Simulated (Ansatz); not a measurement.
**What a trial cell of MgTl2 relaxes into**

Method: DFT PBE, scalar-relativistic, plane waves, PAW in Ansatz 0.2.0. Cutoff 420 eV, Γ-centred k mesh, Gaussian smearing, no spin polarisation in the final step.

MgTl2 was placed on the cubic Laves (C15) structure type (Fd-3m, No. 227), with Tl in place of Cu, at a guessed volume.

```xyz
6
Lattice="0.0000 4.2635 4.2635 4.2635 0.0000 4.2635 4.2635 4.2635 0.0000" Properties=species:S:1:pos:R:3 pbc="T T T"
Mg    0.0000    0.0000    0.0000
Mg    2.1318    2.1318    2.1318
Tl    5.3294    5.3294    5.3294
Tl    5.3294    3.1977    3.1977
Tl    3.1977    3.1977    5.3294
Tl    3.1977    5.3294    3.1977
```

Cell and atoms relax at zero pressure; the relaxation can't lower the symmetry of the start. After a coarse first stage the cell is made exact in the group found at 0.06 Å.

The zero of energy is the elements' standard structures at the same level; no fitted shifts are applied.

Q: Which crystal results?

A: It keeps Fd-3m (No. 227). The result has the cubic Laves (C15) structure. Conventional cell: a = 9.072 Å. Mg has 12 Tl at 3.76 Å and 4 Mg at 3.93 Å; around Tl lie 6 Tl at 3.21 Å and 6 Mg at 3.76 Å.

Space group Fd-3m:1 (No. 227). a = 9.072 Å, b = 9.072 Å, c = 9.072 Å, α = 90.00°, β = 90.00°, γ = 90.00°
```csv
atom,site,symmetry,x,y,z
Mg,8b,-43m,0.0000,0.0000,0.5000
Tl,16c,.-3m,0.1250,0.1250,0.1250
```

Q: What are its volume, energy, density and gap?

A: The volume per atom is 31.11 Å³. The density is 7.70 g/cm³. The energy over the elements is 0.20 eV/atom and the gap on the 8×8×8 mesh is 0 eV (a metal).

The final run used a 8×8×8 mesh on its 6-atom cell and 0.10 eV smearing. The k mesh leaves about 4 meV/atom of noise in metals. Spin–orbit coupling is left out. A structure relaxed within its symmetry needn't be a true minimum.

Cost: 3 runs of about 1.1 core-minutes in all, on Arm Neoverse V2 (shared hosts).